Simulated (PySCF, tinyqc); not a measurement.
CISD on RHF in the sto-3g basis, frozen core, for BH, spin multiplicity 1, step by step. The lowest restricted solution is unstable here: a spin-polarised one lies 0.0096 hartree lower (PySCF). One step of it, computed by the program tinyqc.

Problem. CISD: roots. Diagonalise (each vector has its largest component positive (the first on a tie)); all determinants have Ms = 0, so triplets appear too. The lowest singlet root is the correlation energy. The Davidson correction is (1 - c0^2) E_corr, c0 the coefficient of the reference.

Occupation strings over the orbitals (2 doubly, a alpha, b beta, 0 empty; spin orbitals ordered 1a 1b 2a 2b ...): 222000 22a00b 2a200b 22b00a 2b200a 220200 2ab200 220020 2ab020 220002 2ab002 2ba200 202200 2ba020 202020 2ba002 202002

H - E(HF) between determinants (hartree):
```
           222000     22a00b     2a200b     22b00a     2b200a     220200     2ab200     220020
222000   0.000000   0.000000   0.000000   0.000000   0.000000   0.060483  -0.044142   0.060483
22a00b   0.000000   0.516393   0.007478  -0.082886   0.056458  -0.011114   0.000000  -0.011114
2a200b   0.000000   0.007478   0.753814   0.056458  -0.119403   0.000000   0.011114   0.000000
22b00a   0.000000  -0.082886   0.056458   0.516393   0.007478   0.011114  -0.035386   0.011114
2b200a   0.000000   0.056458  -0.119403   0.007478   0.753814   0.000000   0.000000   0.000000
220200   0.060483  -0.011114   0.000000   0.011114   0.000000   0.299890   0.009444   0.031630
2ab200  -0.044142   0.000000   0.011114  -0.035386   0.000000   0.009444   0.559841   0.000000
220020   0.060483  -0.011114   0.000000   0.011114   0.000000   0.031630   0.000000   0.299890
2ab020  -0.044142   0.000000   0.011114  -0.035386   0.000000   0.000000   0.031630   0.009444
220002   0.082886  -0.114191  -0.065658   0.114191   0.065658   0.031453   0.000000   0.031453
2ab002   0.056458   0.065658  -0.006496   0.032255   0.052187   0.000000   0.031453   0.000000
2ba200   0.044142  -0.035386   0.000000   0.000000   0.011114  -0.009444  -0.076644   0.000000
202200   0.062445   0.000000  -0.035386   0.000000   0.035386   0.076644   0.129388   0.000000
2ba020   0.044142  -0.035386   0.000000   0.000000   0.011114   0.000000   0.000000  -0.009444
202020   0.062445   0.000000  -0.035386   0.000000   0.035386   0.000000   0.000000   0.076644
2ba002  -0.056458   0.032255   0.052187   0.065658  -0.006496   0.000000   0.000000   0.000000
202002   0.119403   0.052187   0.015656  -0.052187  -0.015656   0.000000   0.000000   0.000000

           2ab020     220002     2ab002     2ba200     202200     2ba020     202020     2ba002
222000  -0.044142   0.082886   0.056458   0.044142   0.062445   0.044142   0.062445  -0.056458
22a00b   0.000000  -0.114191   0.065658  -0.035386   0.000000  -0.035386   0.000000   0.032255
2a200b   0.011114  -0.065658  -0.006496   0.000000  -0.035386   0.000000  -0.035386   0.052187
22b00a  -0.035386   0.114191   0.032255   0.000000   0.000000   0.000000   0.000000   0.065658
2b200a   0.000000   0.065658   0.052187   0.011114   0.035386   0.011114   0.035386  -0.006496
220200   0.000000   0.031453   0.000000  -0.009444   0.076644   0.000000   0.000000   0.000000
2ab200   0.031630   0.000000   0.031453  -0.076644   0.129388   0.000000   0.000000   0.000000
220020   0.009444   0.031453   0.000000   0.000000   0.000000  -0.009444   0.076644   0.000000
2ab020   0.559841   0.000000   0.031453   0.000000   0.000000  -0.076644   0.129388   0.000000
220002   0.000000   1.269825  -0.122048   0.000000   0.000000   0.000000   0.000000   0.122048
2ab002   0.031453  -0.122048   1.272839   0.000000   0.000000   0.000000   0.000000  -0.076644
2ba200   0.000000   0.000000   0.000000   0.559841  -0.129388   0.031630   0.000000   0.031453
202200   0.000000   0.000000   0.000000  -0.129388   1.089379   0.000000   0.031630   0.000000
2ba020  -0.076644   0.000000   0.000000   0.031630   0.000000   0.559841  -0.129388   0.031453
202020   0.129388   0.000000   0.000000   0.000000   0.031630  -0.129388   1.089379   0.000000
2ba002   0.000000   0.122048  -0.076644   0.031453   0.000000   0.031453   0.000000   1.272839
202002   0.000000   0.076644  -0.002104   0.000000   0.031453   0.000000   0.031453   0.002104

           202002
222000   0.119403
22a00b   0.052187
2a200b   0.015656
22b00a  -0.052187
2b200a  -0.015656
220200   0.000000
2ab200   0.000000
220020   0.000000
2ab020   0.000000
220002   0.076644
2ab002  -0.002104
2ba200   0.000000
202200   0.031453
2ba020   0.000000
202020   0.031453
2ba002   0.002104
202002   1.545440
```

Give: lowest roots of this matrix, relative to E(HF); lowest vectors; <S^2> of these roots; weight of the ground state by excitation level 0, 1, 2, ...; Davidson correction.

Solution.

lowest roots of this matrix, relative to E(HF) (hartree): [-0.0574, 0.2608, 0.3331, 0.3818, 0.4516, 0.5136, 0.5372, 0.5408]

lowest vectors, order 222000, 22a00b, 2a200b, 22b00a, 2b200a, 220200, 2ab200, 220020, 2ab020, 220002, 2ab002, 2ba200, 202200, 2ba020, 202020, 2ba002, 202002:
$$\begin{pmatrix}
0.9595 & 0.0000 & 0.1663 & 0.0000 \\
-0.0169 & 0.0000 & 0.0196 & 0.6236 \\
-0.0133 & 0.0000 & -0.0221 & -0.1606 \\
0.0169 & 0.0000 & -0.0196 & 0.6236 \\
0.0133 & 0.0000 & 0.0221 & -0.1606 \\
-0.1374 & 0.7036 & 0.6860 & 0.0000 \\
0.0734 & 0.0070 & 0.0398 & 0.1984 \\
-0.1374 & -0.7036 & 0.6860 & 0.0000 \\
0.0734 & -0.0070 & 0.0398 & 0.1984 \\
-0.0626 & 0.0000 & -0.0640 & 0.0000 \\
-0.0475 & 0.0000 & -0.0213 & -0.0813 \\
-0.0734 & -0.0070 & -0.0398 & 0.1984 \\
-0.0571 & -0.0699 & -0.0946 & 0.0000 \\
-0.0734 & 0.0070 & -0.0398 & 0.1984 \\
-0.0571 & 0.0699 & -0.0946 & 0.0000 \\
0.0475 & 0.0000 & 0.0213 & -0.0813 \\
-0.0650 & 0.0000 & -0.0086 & 0.0000
\end{pmatrix}$$

<S^2> of these roots: [0.0000, 0.0000, 0.0000, 2.0000, 2.0000, 0.0000, 2.0000, 0.0000]

weight of the ground state by excitation level 0, 1, 2, ...: [0.9206, 0.0009, 0.0785]

Davidson correction = -0.004557 hartree
